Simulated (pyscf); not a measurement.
Thermochemistry of product channels of H₃C–Zn–OH (SMILES [CH3][Zn][OH]) on the singlet surface, in kcal/mol, from CCSD(T)/def2-TZVPP + ΔMP2(QZVPP) energies (ideal gas, 1 atm, RRHO with modes under 100 cm⁻¹ raised to 100, one conformer, R ln 2 for chiral ones without a mode under 150 cm⁻¹). Optimised with ωB97X-D3(BJ)/def2-SVP in PySCF. MP2 and CC: frozen core, UHF for open shells. ΔMP2 is the change of the MP2 total energy from the triple- to the quadruple-zeta basis.

```json
[
 {"products": "H₃C–O–ZnH (SMILES C[O][ZnH])", "ΔE": "(withheld)", "ΔH(298 K)": "+23.5", "ΔG(600 K)": "+24.8", "ΔG(900 K)": "+25.8"},
 {"products": "CH₄ (SMILES C) + O=Zn (SMILES [O]=[Zn])", "ΔE": "+82.8", "ΔH(298 K)": "+82.2", "ΔG(600 K)": "+67.5", "ΔG(900 K)": "+60.9"}
]
```

Problem. Fill in the missing entries.

Solution. 
- H₃C–O–ZnH (SMILES C[O][ZnH]), ΔE: +24.3

These are energies of the channels, which say nothing of barriers. One closed-shell reference is unstable to symmetry breaking; treat the single-reference values with care. The CCSD(T) − MP2 part came from Ansatz, without density fitting, on the same reference. The frozen core leaves the outer d or s,p core shells of the metals and heavy elements correlated in the MP2 and CC values, and def2-TZVPP describes them poorly, which can shift differences by a few kcal/mol. Elements up to Kr have no core potential and no relativistic terms here.
